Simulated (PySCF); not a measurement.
**NOF (nitrosyl fluoride) at MP2/STO-6G**

Aim: the vertical ionisation energy of NOF (nitrosyl fluoride) at MP2/STO-6G, from 2 runs. 

Program for the calculation: PySCF 2.14.0.

13 further runs of the same task are left out: 4 that didn't finish, 9 set aside as unsound or not needed.

### Step 1. The structure to begin with

NOF: 3 atoms, total charge 0, spin state singlet. As SMILES, `O=NF`. The coordinates come from a PBE0-D4/def2-TZVP relaxation.

Bond lengths: O1–N2 1.127 Å, N2–F3 1.483 Å. Angles: O1–N2–F3 110.4°.

### Step 2. A single-point energy at MP2/STO-6G

calc.py reads:

```python
from pyscf import gto, scf, mp

mol = gto.Mole()
mol.atom = '''
O        0.868350       0.242970       0.504740
N        0.148930      -0.482540       0.029910
F       -1.017290       0.239580      -0.534650
'''
mol.spin = 0
mol.basis = 'sto-6g'
mol.max_memory = 1860
mol.verbose = 3
mol.build()

mf = scf.RHF(mol)
mf.conv_tol = 1e-10
mf.kernel()
if not mf.converged:
    mf = mf.newton().run(mf.mo_coeff, mf.mo_occ)

pt = mp.MP2(mf, frozen=3).run()
e_tot = pt.e_tot
print('E = %.10f Eh' % e_tot)
```

Run with:

```sh
$ OMP_NUM_THREADS=1 python calc.py
```

The log of the run:

```text
converged SCF energy = -227.655188820313
E(RMP2) = -227.802867283819  E_corr = -0.147678463506147
E(SCS-RMP2) = -227.807078760681  E_corr = -0.15188994036848
E = -227.8028672838 Eh
```

Wall time 0.78 s (1 thread of Arm Neoverse V1, shared host); peak memory 0.11 GiB.

### Step 3. The doublet cation at the same level

input.py reads:

```python
from pyscf import gto, mp

mol = gto.M(
    atom=[
    ('O', (0.868350, 0.242970, 0.504740)),
    ('N', (0.148930, -0.482540, 0.029910)),
    ('F', (-1.017290, 0.239580, -0.534650)),
],
    max_memory=1860,
    basis='sto-6g',
    verbose=3,
    spin=1,
    charge=1,
)

myscf = mol.UHF()
myscf.conv_tol = 1e-10
myscf.kernel()
if not myscf.converged:
    myscf = myscf.newton().run(myscf.mo_coeff, myscf.mo_occ)

pt = mp.MP2(myscf, frozen=3).run()
etot = pt.e_tot
print('Final energy', etot)
```

Run with:

```sh
$ OMP_NUM_THREADS=1 python input.py
```

The log of the run:

```text
converged SCF energy = -227.324793099032  <S^2> = 1.0544434  2S+1 = 2.2842446
E(UMP2) = -227.459548155288  E_corr = -0.13475505625626
E(SCS-UMP2) = -227.452989541461  E_corr = -0.12819644242941
Final energy -227.4595481552878
```

It took 0.82 s on 1 thread of Arm Neoverse V1, shared host; peak memory 0.12 GiB.

### Step 4. What came out

Level: MP2/STO-6G, 3 core orbitals frozen.

```
                                                                  quantity          value
                                                 singlet NOF: total energy  -227.80287 Eh
                         singlet NOF: dipole moment (Hartree–Fock density)         0.38 D
                          singlet NOF: HOMO energy (Hartree–Fock orbitals)      -10.00 eV
                          singlet NOF: LUMO energy (Hartree–Fock orbitals)        5.40 eV
                        singlet NOF: HOMO–LUMO gap (Hartree–Fock orbitals)       15.40 eV
                  singlet NOF: correlation energy (3 core orbitals frozen)     -147.7 mEh
                                              doublet cation: total energy  -227.45955 Eh
doublet cation: HOMO energy (Hartree–Fock orbitals) (highest over α and β)      -24.65 eV
 doublet cation: LUMO energy (Hartree–Fock orbitals) (lowest over α and β)       -8.16 eV
               doublet cation: correlation energy (3 core orbitals frozen)     -134.8 mEh
                         doublet cation: ⟨S²⟩ of the reference determinant          1.054
                        vertical ionisation energy (to the doublet cation)       9.342 eV
```

In words: Removing an electron at fixed nuclei costs 9.34 eV (215 kcal/mol). In a minimal basis such a difference can be off by several eV, whatever the method. Mulliken charges (singlet NOF) of the mean-field density run from -0.11 on F3 to +0.18 on N2; they depend strongly on the basis. ⟨S²⟩ (doublet cation) is 1.05 where a pure doublet has 0.75: the reference is spin-contaminated. Mulliken charges (doublet cation) of the mean-field density run from +0.22 on F3 to +0.45 on N2.
